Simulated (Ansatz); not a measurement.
System: body-centred tetragonal In. Method: rVV10 (plane waves, PAW; Ansatz, a program for electronic structure).

Numerical settings: plane-wave cutoff 520 eV, 24×24×24 k mesh, Fermi–Dirac smearing 0.05 eV, scalar-relativistic PAW data made under PBE.

Computed points:

```
V (Å³/atom)  E − E_lowest (meV/atom)  P (GPa)
-----------  -----------------------  -------
26.983                          5.20    1.541
27.545                          1.25    0.726
28.107                          0.00    0.004
28.669                          1.12   -0.628
29.231                          4.30   -1.178
```

What bulk modulus B0 and pressure derivative B′ does a third-order Birch–Murnaghan fit give?

V0 = 28.111 Å³/atom, B0 = 33.6 GPa, B′ = 5.5 (fit to the energies at full precision).

Shape and atoms are relaxed at each volume.

Measured, for comparison: bulk modulus 44.7 GPa, equilibrium volume per atom 25.70 Å³/atom (copied from a table, unchecked, extrapolated to 0 K and zero-point effects removed; as tabulated in Lejaeghere et al. (2013), arXiv:1204.2733). Computed less measured: bulk modulus not scored (unchecked), equilibrium volume per atom not scored (unchecked).

Spin–orbit coupling is not included.

Static lattice: no zero-point or thermal effects.

Cost on a shared machine: very roughly 6 core-minutes.
